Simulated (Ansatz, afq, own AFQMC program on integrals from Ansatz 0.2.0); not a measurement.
## Where AFQMC and coupled cluster stand for BGe, quartet

```yaml
atoms:
  - { symbol: Ge, position_ang: [0.0000, 0.0000, 0.0000] }
  - { symbol: B, position_ang: [0.0000, 0.0000, 3.6010] }
```

Basis cc-pVDZ. Only valence electrons are correlated. Ansatz 0.2.0 and our own AFQMC program on the same integrals; the CISD trial comes from CCSD amplitudes, and released means the phaseless constraint is let go. Error bars are statistical, one sigma. No spin–orbit coupling.

Determinant: UHF, the one that the program's search chose, which needn't be the lowest solution. The geometry is a point of a scan.

Full CI on the same integrals is exact in this basis and with this determinant's frozen core.

Cautions: no relativity below Rb; no spin-orbit coupling; inner d shell frozen; lower spins were not checked; the released energy hasn't reached full CI (105 meV above it at 2.40 1/Eh), so no released level is given (meV from the phaseless value at times in 1/Eh: -4.5 ± 2.2 at 0.24, -8 ± 3 at 0.51, -11.4 ± 2.3 at 0.99, -18 ± 3 at 1.62, -16 ± 3 at 2.40).

```
T1 diagnostic                               : 0.0222
weight of the determinant in the CISD state : 0.876
⟨S²⟩ of the determinant                     : 3.766
size of the correlated space                : 7 electrons in 26 orbitals
```

Reference: full CI, correlation energy -3.397 eV.

```
        level  E − E(reference) (kJ/mol)  share of correlation (%)
           HF                      327.8                      0.00
          MP2                      120.6                     63.22
         CCSD                       19.5                     94.04
      CCSD(T)                       13.5                     95.87
        CCSDT                        3.6                     98.91
     CCSDT(Q)                        0.0                    100.00
       CCSDTQ                        0.1                     99.96
ph-AFQMC/CISD                 11.7 ± 0.4                     96.42
```

CCSDT and higher add their correlation energy to the determinant of the CCSD(T) run, since their own runs factorise the integrals more tightly (a shift of under 2 meV). A walk keeps the symmetry of its determinant, which the program's search chose and which needn't be the lowest solution, so a lower state of the same spin and another symmetry isn't excluded.
